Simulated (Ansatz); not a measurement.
# SiH3 (doublet): wave-function methods side by side at distance H1–H2 along a hydrogen transfer = 0.745 Å, cc-pVTZ

The task here is to estimate one member of a computed series from the others.

Method: cc-pVTZ, core rule «outside noble gas», up to 5 orbitals frozen; program: Ansatz 0.2.0, Gaussian basis.

Plan: UHF; CCSD(T) on ROHF; CCSD(T) on UHF; BCCD(T) on ROHF; CISD; CCSDT(Q) on ROHF; CCSDT(Q) on UHF; CASSCF and NEVPT2, 7 electrons in 7 orbitals.

10 further runs of the same task are left out: 1 for a mislabelled method, 7 that didn't finish, 2 set aside as unsound or not needed.

### The geometry

The geometry derives from fragments relaxed apart (PBE0/def2-TZVP) and kept rigid, so it is no stationary point. A hydrogen atom is moved between rigid fragments.

4 atoms, charge 0, spin multiplicity 2.

Atoms are counted from 1 here; the program's logs count them from 0.

Bond lengths: H1–H2 0.745 Å, Si3–H4 1.532 Å.

As a file:

```xyz
4

H    -2.3974    0.0479    0.0000
H    -1.6524    0.0479    0.0000
Si    0.1266    0.0479    0.0000
H     0.5230   -1.4316    0.0000
```

Set-up of the first run:

The input, in.yaml:

```yaml
crystal:
  periodic: [false, false, false]
  atoms:
    - {symbol: H, position_ang: [-2.397428, 0.047936, 0.000000]}
    - {symbol: H, position_ang: [-1.652428, 0.047936, 0.000000]}
    - {symbol: Si, position_ang: [0.126572, 0.047936, 0.000000]}
    - {symbol: H, position_ang: [0.523007, -1.431577, 0.000000]}
basis:
  gaussian: {orbitals: cc-pVTZ}
magnetization: {spin_polarized: true, initial_magnetization: 1}
hamiltonian: {xc: hf}
output: {orbitals: {seedname: orbitals}}
```

Command:

```
> ansatz run in.yaml --threads 1 --pin off --events-out ev --progress --plain --max-ram 2393MiB
```

Among the steps run: UHF; CCSD(T) on ROHF; CCSD(T) on UHF; BCCD(T) on ROHF; CISD; CCSDT(Q) on ROHF; CCSDT(Q) on UHF; CASSCF and NEVPT2, 7 electrons in 7 orbitals.

One of the session's tables, all rows but one given; the rest of the session is left out.

It belongs to the step «Misses and costs». 

```
        method  from UCCSDT(Q) (kJ/mol)
          ROHF                   +425.2
           UHF                   +411.4
          RMP2                    +91.6
          UMP2                    +95.9
          CISD                    +35.6
         RCCSD                        ?
         UCCSD                    +14.3
      RCCSD(T)                     +3.0
      UCCSD(T)                     +3.0
       BCCD(T)                     +3.0
        RCCSDT                     +0.5
        UCCSDT                     +0.4
     RCCSDT(Q)                     +0.1
     UCCSDT(Q)                        0
CASSCF valence                   +285.1
NEVPT2 valence                    +85.8
```

Estimate the missing values for RCCSD.

The run gave: from UCCSDT(Q) (kJ/mol): +14.8. In the column «from UCCSDT(Q) (kJ/mol)» it lies between UCCSD (+14.3) and CISD (+35.6).

Caveats from the session: Restricted and unrestricted rows rest on different reference determinants; where their highest levels disagree by more than a few hundredths of an eV, they describe different states and don't form one ladder.
